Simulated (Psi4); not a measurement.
**SiH3F (SMILES F[SiH3]) at revPBE/def2-TZVPP**

What is the energy change on altering one bond length of SiH3F at revPBE/def2-TZVPP? 

The calculation is run with Psi4 1.11.

6 further runs of the same task are left out: 6 that didn't finish.

## Step 1: The system as given

SiH3F has 5 atoms, charge 0, and is taken as a singlet. As SMILES, `F[SiH3]`. Geometry: relaxed at PBE0-D4/def2-TZVP.

Bond lengths: F1–Si2 1.600 Å, Si2–H3 1.482 Å, Si2–H4 1.482 Å, Si2–H5 1.482 Å. Angles: F1–Si2–H3 108.3°, F1–Si2–H4 108.3°, F1–Si2–H5 108.3°, H3–Si2–H4 110.6°, H3–Si2–H5 110.6°, H4–Si2–H5 110.6°.

## Step 2: Energy and forces at revPBE/def2-TZVPP

Contents of fh3si.json:

```json
{
  "schema_name": "qcschema_input",
  "schema_version": 1,
  "molecule": {
    "schema_name": "qcschema_molecule",
    "schema_version": 2,
    "symbols": ["F", "Si", "H", "H", "H"],
    "geometry": [-2.40864492, 0.30764741, 1.62138501, 0.08182514, -0.03647171, -0.05801459, -0.69504127, -0.36396125, -2.72819761, 1.4524435, -2.30149745, 0.85340032, 1.66390385, 2.25519916, 0.2331922],
    "molecular_charge": 0,
    "molecular_multiplicity": 1,
    "fix_symmetry": "c1",
    "fix_com": true,
    "fix_orientation": true
  },
  "driver": "gradient",
  "model": {
    "method": "revpbe",
    "basis": "def2-TZVPP"
  },
  "keywords": {
    "puream": true,
    "e_convergence": 1e-09,
    "d_convergence": 1e-08,
    "scf_type": "pk",
    "dft_radial_points": 99,
    "dft_spherical_points": 590
  }
}
```

On the command line:

```bash
psi4 --qcschema fh3si.json -n 1 --memory 1600MB
```

stdout, shortened:

```text
[...]
  Running in c1 symmetry.
[...]
  Nuclear repulsion =   63.042807294126760
[...]
  Multiplicity = 1
[...]
  Nalpha       = 13
  Nbeta        = 13
[...]
    Number of basis functions: 115
[...]
   @RKS iter   1:  -391.05949203646492   -3.04708e-01   4.34327e-03 ADIIS/DIIS
[...]
   @RKS iter  10:  -391.14279726764505   -2.10321e-12   1.38254e-09 DIIS
[...]
    Orbital Energies [Eh]
    ---------------------
    Doubly Occupied:
       1A    -65.450582     2A    -24.260248     3A     -5.085176
       4A     -3.492128     5A     -3.488525     6A     -3.488524
       7A     -1.087384     8A     -0.506039     9A     -0.402374
      10A     -0.388853    11A     -0.388851    12A     -0.304255
      13A     -0.304244
[...]
  @RKS Final Energy:  -391.14279726764505
   => Energetics <=
    Nuclear Repulsion Energy =             63.0428072941267601
    One-Electron Energy =                -667.8798883509746247
    Two-Electron Energy =                 246.1313572565618131
    DFT Exchange-Correlation Energy =     -32.4370734673590491
    Empirical Dispersion Energy =           0.0000000000000000
    VV10 Nonlocal Energy =                  0.0000000000000000
    Total Energy =                       -391.1427972676450509
[...]
 Multipole Moments:
 ------------------------------------------------------------------------------------
     Multipole            Electronic (a.u.)      Nuclear  (a.u.)        Total (a.u.)
 ------------------------------------------------------------------------------------
 L = 1.  Multiply by 2.5417464519 to convert [e a0] to [Debye]
 Dipole X            :         18.4812691          -18.1109462            0.3703229
 Dipole Y            :         -1.8990813            1.8479632           -0.0511181
 Dipole Z            :        -12.3882817           12.1386557           -0.2496260
 Magnitude           :                                                    0.4495166
[...]
  -Total Gradient:
     Atom            X                  Y                   Z
    ------   -----------------  -----------------  -----------------
       1        0.013106736433    -0.001812740128    -0.008840298772
       2       -0.008727133059     0.001218179403     0.005927563739
       3        0.000673767703     0.000518294297     0.004054264803
       4       -0.002373858938     0.003282296794    -0.001014518419
       5       -0.002674641210    -0.003206858409    -0.000130398630
[...]
```

The result, in JSON:

```text
{
 "driver": "gradient",
 "model": {
  "method": "revpbe",
  "basis": "def2-TZVPP"
 },
 "success": true,
 "return_result": [0.013106736433156935, -0.0018127401280348676, -0.008840298771643745, -0.008727133059201836, 0.0012181794025021946, 0.00592756373868375, 0.0006737677033121642, 0.0005182942967781184, 0.004054264803435681, -0.0023738589379526526, 0.003282296794402062, -0.0010145184186676343, -0.0026746412099703243, -0.0032068584087796836, -0.00013039863000065266],
 "properties": {
  "calcinfo_nbasis": 115,
  "calcinfo_nmo": 115,
  "calcinfo_nalpha": 13,
  "calcinfo_nbeta": 13,
  "calcinfo_natom": 5,
  "nuclear_repulsion_energy": 63.04280729412676,
  "return_energy": -391.14279726764505,
  "return_gradient": [0.013106736433156935, -0.0018127401280348676, -0.008840298771643745, -0.008727133059201836, 0.0012181794025021946, 0.00592756373868375, 0.0006737677033121642, 0.0005182942967781184, 0.004054264803435681, -0.0023738589379526526, 0.003282296794402062, -0.0010145184186676343, -0.0026746412099703243, -0.0032068584087796836, -0.00013039863000065266],
  "scf_one_electron_energy": -667.8798883509746,
  "scf_two_electron_energy": 246.1313572565618,
  "scf_xc_energy": -32.43707346735905,
  "scf_dipole_moment": [0.370322876197406, -0.05111810439047071, -0.2496259513770127],
  "scf_total_energy": -391.14279726764505,
  "scf_total_gradient": [0.013106736433156935, -0.0018127401280348676, -0.008840298771643745, -0.008727133059201836, 0.0012181794025021946, 0.00592756373868375, 0.0006737677033121642, 0.0005182942967781184, 0.004054264803435681, -0.0023738589379526526, 0.003282296794402062, -0.0010145184186676343, -0.0026746412099703243, -0.0032068584087796836, -0.00013039863000065266],
  "scf_iterations": 10
 }
}
```

Run time: 63 s. Hardware: 1 thread of Intel Xeon Platinum 8259CL at 2.50GHz (Skylake/Cascade Lake), shared host; peak memory 0.69 GiB.

## Step 3: The distorted shape: a single-point energy at revPBE/def2-TZVPP

Contents of fh3si.json:

```json
{
  "schema_name": "qcschema_input",
  "schema_version": 1,
  "molecule": {
    "schema_name": "qcschema_molecule",
    "schema_version": 2,
    "symbols": ["F", "Si", "H", "H", "H"],
    "geometry": [-1.47638822, 0.70064242, 4.8256651, 1.01408184, 0.35652329, 3.1462655, -0.69504127, -0.36396125, -2.72819761, 2.3847002, -1.90850244, 4.05768041, 2.59616055, 2.64819416, 3.43747229],
    "molecular_charge": 0,
    "molecular_multiplicity": 1,
    "fix_symmetry": "c1"
  },
  "driver": "energy",
  "model": {
    "method": "revpbe",
    "basis": "def2-TZVPP"
  },
  "keywords": {
    "reference": "rks",
    "puream": true,
    "e_convergence": 1e-09,
    "d_convergence": 1e-08,
    "scf_type": "pk",
    "dft_radial_points": 99,
    "dft_spherical_points": 590,
    "scf_properties": ["WIBERG_LOWDIN_INDICES", "QUADRUPOLE", "LOWDIN_CHARGES"]
  }
}
```

On the command line:

```bash
psi4 --qcschema fh3si.json -n 1 --memory 1600MB
```

stdout, shortened:

```text
[...]
  Running in c1 symmetry.
[...]
  Nuclear repulsion =   59.412045538277532
[...]
  Multiplicity = 1
[...]
  Nalpha       = 13
  Nbeta        = 13
[...]
    Number of basis functions: 115
[...]
   @RKS iter   1:  -390.83679012609929   -2.38963e-01   4.87389e-03 ADIIS/DIIS
[...]
   @RKS iter  22:  -390.99162079595101   -1.36424e-11   3.75894e-09 DIIS
[...]
    Orbital Energies [Eh]
    ---------------------
    Doubly Occupied:
       1A    -65.505112     2A    -24.294617     3A     -5.135070
       4A     -3.542157     5A     -3.540433     6A     -3.537130
       7A     -1.118270     8A     -0.524469     9A     -0.428064
      10A     -0.417675    11A     -0.405773    12A     -0.333492
      13A     -0.216192
[...]
  @RKS Final Energy:  -390.99162079595101
   => Energetics <=
    Nuclear Repulsion Energy =             59.4120455382775319
    One-Electron Energy =                -659.7337921315192943
    Two-Electron Energy =                 241.5906924144561856
    DFT Exchange-Correlation Energy =     -32.2605666171654377
    Empirical Dispersion Energy =           0.0000000000000000
    VV10 Nonlocal Energy =                  0.0000000000000000
    Total Energy =                       -390.9916207959510075
[...]
 Multipole Moments:
 ------------------------------------------------------------------------------------
     Multipole            Electronic (a.u.)      Nuclear  (a.u.)        Total (a.u.)
 ------------------------------------------------------------------------------------
 L = 1.  Multiply by 2.5417464519 to convert [e a0] to [Debye]
 Dipole X            :         -2.1498195            2.7819736            0.6321541
 Dipole Y            :          0.6991339           -0.6328313            0.0663026
 Dipole Z            :          4.4025425           -3.7002893            0.7022532
 Magnitude           :                                                    0.9471929
 L = 2.  Multiply by 1.3450342976 to convert [e a0^2] to [Debye ang]
 Quadrupole XX       :        -61.4793279           46.1839734          -15.2953545
 Quadrupole XY       :          4.0421475           -4.0715164           -0.0293689
[...]
```

The result, in JSON:

```text
{
 "driver": "energy",
 "model": {
  "method": "revpbe",
  "basis": "def2-TZVPP"
 },
 "success": true,
 "return_result": -390.991620795951,
 "properties": {
  "calcinfo_nbasis": 115,
  "calcinfo_nmo": 115,
  "calcinfo_nalpha": 13,
  "calcinfo_nbeta": 13,
  "calcinfo_natom": 5,
  "nuclear_repulsion_energy": 59.41204553827753,
  "return_energy": -390.991620795951,
  "scf_one_electron_energy": -659.7337921315193,
  "scf_two_electron_energy": 241.59069241445619,
  "scf_xc_energy": -32.26056661716544,
  "scf_dipole_moment": [0.6321540994551413, 0.06630255259352835, 0.7022531858772516],
  "scf_total_energy": -390.991620795951,
  "scf_iterations": 22
 }
}
```

Wall time 52 s (1 thread of Intel Xeon Platinum 8259CL at 2.50GHz (Skylake/Cascade Lake), shared host); peak memory 0.69 GiB.

## Step 4: Outcome

Level: revPBE/def2-TZVPP.

| quantity | value |
| --- | --- |
| first shape: total energy | -391.14280 Eh |
| first shape: dipole moment | 1.14 D |
| first shape: HOMO energy | -8.28 eV |
| first shape: LUMO energy | -0.91 eV |
| first shape: HOMO–LUMO gap | 7.36 eV |
| first shape: largest force on an atom | 0.818 eV/Å |
| distorted shape: total energy | -390.99162 Eh |
| distorted shape: dipole moment | 2.41 D |
| distorted shape: HOMO energy | -5.88 eV |
| distorted shape: LUMO energy | -4.48 eV |
| distorted shape: HOMO–LUMO gap | 1.41 eV |
| energy change with the Si2–H3 bond stretched from 1.482 to 3.260 Å | 4.114 eV |

One bond (distorted shape) is far stretched, which a spin-restricted single reference describes badly; a broken-symmetry solution may lie lower. With the Si2–H3 bond stretched from 1.482 to 3.260 Å the energy rises by 4.11 eV (397 kJ/mol). The first shape isn't relaxed at this level, so the change isn't measured from a minimum. A restricted reference can't describe the breaking bond well at this length. The largest force (first shape) is 0.82 eV/Å: the shape isn't a stationary point for this species at this level.
